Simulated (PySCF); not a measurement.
Process, species as SMILES: O (H2O) → [OH-] + H+
B3LYP-D3(BJ)/def2-TZVP geometries, fixed; electronic energies without zero-point terms.

Basis-set convergence of the deprotonation energy at PBE0 with PySCF. All functions are spherical. Density fitting with generated auxiliary sets. No added dispersion term, no relativity. Functions are those of the species that has most. Reference: the value in aug-pcseg-3, 398.71 kcal/mol, itself unsure by roughly 0.19 kcal/mol (its mean distance from aug-cc-pVQZ, def2-QZVPPD). Deviations are taken from unrounded values.

```json
[
 {"basis": "cc-pVDZ", "functions": "24"},
 {"basis": "pcseg-1", "functions": "24"},
 {"basis": "6-311+G**", "functions": "34"},
 {"basis": "6-311++G(2d,2p)", "functions": "47"},
 {"basis": "cc-pVTZ", "functions": "58"},
 {"basis": "pcseg-2", "functions": "58"},
 {"basis": "6-311++G(3df,3pd)", "functions": "75"},
 {"basis": "cc-pVQZ", "functions": "115"},
 {"basis": "pcseg-3", "functions": "126"},
 {"basis": "cc-pV5Z", "functions": "201"},
 {"basis": "pcseg-4", "functions": "223"}
]
```

Q: Which is the smallest set listed that can be trusted to 1 kcal/mol here, that is, within that of the reference together with its larger relatives (same family, alike in diffuse functions; a set with none to test it counts only in the reference's own line)?

A: Of the sets listed that have larger relatives (same family, alike in diffuse functions), none stays within 1 kcal/mol of the reference together with them. Inside the window by cancellation, since a larger relative falls out: 6-311+G**. Value minus reference: cc-pVDZ 40.11, pcseg-1 25.69, 6-311+G** 0.55, 6-311++G(2d,2p) 1.50, cc-pVTZ 22.87, pcseg-2 8.63, 6-311++G(3df,3pd) 2.05, cc-pVQZ 14.31, pcseg-3 2.24, cc-pV5Z 6.43, pcseg-4 1.38 kcal/mol.
